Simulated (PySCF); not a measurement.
**Functional dependence of a UV spectrum**

Species: C₆H₈.
SMILES: `C1CC2=C1CC2`

Linear-response calculations in the def2-SVPD basis (PySCF; singlets by full response, triplets Tamm–Dancoff, core orbitals frozen in the response; HF means time-dependent Hartree–Fock). 'Strongest' is the level of largest summed f among the singlets computed (10 roots, of which the last may lack a degenerate partner); it can jump between rows when another state enters that window. S1 is the lowest singlet of each run and needn't be the same state throughout; f(S1) is that of one state. Geometry: PBE0-D3(BJ)/def2-SVP; no solvent, vibrations or thermal averaging.

| functional | kind | S1 (eV) | f(S1) | strongest (eV) | T1 (eV) | HOMO (eV) | gap (eV) | ionisation energy, ΔSCF (eV) |
| --- | --- | --- | --- | --- | --- | --- | --- | --- |
| LDA | LDA | 5.76 | 0.006 | 6.87 | 4.77 | -5.70 | 5.45 | 8.80 |
| PBE | GGA | 5.72 | 0.006 | 6.87 | 4.55 | -5.58 | 5.50 | 8.61 |
| B3LYP | global hybrid, 20% exact exchange | 6.01 | 0.005 | 7.00 | 4.52 | -6.44 | 6.95 | 8.68 |
| PBE0 | global hybrid, 25% exact exchange | 6.26 | 0.004 | 7.10 | 4.46 | -6.65 | 7.46 | 8.65 |
| BHandHLYP | global hybrid, 50% exact exchange | 6.47 | 0.003 | 7.17 | 4.39 | -7.58 | 8.87 | 8.51 |
| CAM-B3LYP | range-separated hybrid | 6.36 | 0.003 | 7.10 | 4.48 | -7.92 | 9.37 | 8.70 |
| wB97X-D | range-separated hybrid | 6.64 | 0.002 | 7.18 | 4.59 | -8.45 | 10.90 | 8.66 |
| LC-wPBE | range-separated hybrid | 6.78 | 0.009 | 7.18 | 4.37 | -9.26 | 11.81 | 8.77 |
| HF | Hartree–Fock | 7.00 | 0.001 | 7.06 | 3.93 | -8.96 | 11.78 | not settled |

S1 runs from 5.72 eV (PBE) to 7.00 eV (HF), a spread of 1.27 eV, while the orbital gap spreads over 6.4 eV. Along PBE (0%), B3LYP (20%), PBE0 (25%), BHandHLYP (50%), HF (100%) S1 rises with the share of exact exchange. −ε(HOMO) comes closest to its own ΔSCF ionisation energy with wB97X-D (-0.21 eV) and misses most with LDA (-3.10 eV). 'Not settled' means that the ion's SCF failed to converge or may have ended in another state than the lowest.
